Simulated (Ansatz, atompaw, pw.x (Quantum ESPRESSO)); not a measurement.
# silicon (Si): one change to the PAW (atompaw) potential, in the atom and in the diamond crystal

atompaw 4.2.0.5 input, output lines left out:

```
Si 14
LDA-PW scalarrelativistic loggrid 1500 logderivrange -3 5 201
3 3 0 0 0 0
3 1 2
0 0 0
c
c
v
c
v
2
2.00 1.75 1.90 1.00
y
1.55
n
y
0.25
n
y
0.05
n
custom rrkj vanderbiltortho besselshape
bessel
2.00
1.40
2.00
2.00
2.00
```

Change: local potential bessel scheme, radius 0.86 bohr.

Cutoffs, loose and tight: the cutoffs (Ry, on a coarse ladder) from which the occupation-weighted sum of valence levels, in a spherical-Bessel basis at the reference potential, stays within 10 and 1 mRy of its value at 400 Ry. They see the waves and projectors alone, not the compensation charge or the core.

Crystal test: diamond Si in pw.x 7.5, no spin, 9³ k-points, Fermi–Dirac smearing 0.01 Ry, cutoffs set for each file from its atomic test. The reference is all-electron LAPW (Ansatz 0.2.0) with the same functional, mesh and smearing; V0 and B0 come from Birch–Murnaghan fits to the pressures at five volumes. Errors are pseudo minus all-electron; Δ is the rms difference of the E(V) curves that follow from these fits, minima aligned, over ±6 % about the mean V0. Mesh and smearing are coarse, so the numbers serve the comparison and aren't converged zero-temperature values; the lattice is a test structure that the element need not adopt.

All-electron: a0 = 5.400 Å (V0 = 19.69 Å³/atom), B0 = 96.2 GPa.

Q: Does the change bring the crystal closer to the all-electron result?

A: The mean pressure error goes from +0.27 to +0.13 GPa, so the change moves the solid closer to the all-electron pressures.

```tsv
quantity	base	changed
outcome (atom)	generated	generated
cutoff, loose (atom)	8 Ry	8 Ry
cutoff, tight (atom)	15 Ry	15 Ry
bound ghosts (atom)	none	none
cutoffs in pw.x (Ry)	40/400	40/400
a0 (Å)	5.405	5.403
a0 error (%)	+0.09	+0.04
B0 error (%)	+0.3	+0.4
Δ (meV/atom)	1.2	0.5
mean pressure error (GPa)	+0.27	+0.13
```

 The atomic cutoffs weigh occupied waves only.
